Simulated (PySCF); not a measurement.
Gas-phase reaction: B2O3 + H2O ⇌ 2 HBO2

Method: PySCF energies plus ideal-gas RRHO corrections (1 bar). The comparison is the NASA 1993 polynomial table, which mixes measured and estimated data. † marks an energy on the PBE0/def2-TZVP geometry and frequencies; other levels use their own. MP2 freezes the core. 6-31G* has spherical d functions here. All species are closed-shell singlets. For this reaction the table lies outside the span of B3LYP, CCSD(T), M06-2X, MP2, PBE0, r2SCAN, ωB97M-V, ωB97X-V in their largest bases here; which side is off was not settled. MP2 isn't extrapolated to the basis-set limit. The table's entry may be an old estimate for B2O3, HBO2 (not checked at source).

```tsv
level	ΔH°(298 K), kJ
table	-43.5
BLYP/def2-TZVP†	[?]
HF/6-31G*	-23.8
HF/def2-TZVP†	-28.7
MP2/def2-SVP†	-28.7
PBE/def2-TZVP†	[?]
PBE0/def2-QZVP†	[?]
PBE0/def2-SVP†	-36.5
PBE0/def2-TZVP	[?]
```

Problem. Complete the blanks.

Solution. 
- BLYP/def2-TZVP†, ΔH°(298 K), kJ: -28.2
- PBE/def2-TZVP†, ΔH°(298 K), kJ: -31.2
- PBE0/def2-QZVP†, ΔH°(298 K), kJ: -28.1
- PBE0/def2-TZVP, ΔH°(298 K), kJ: -31.1
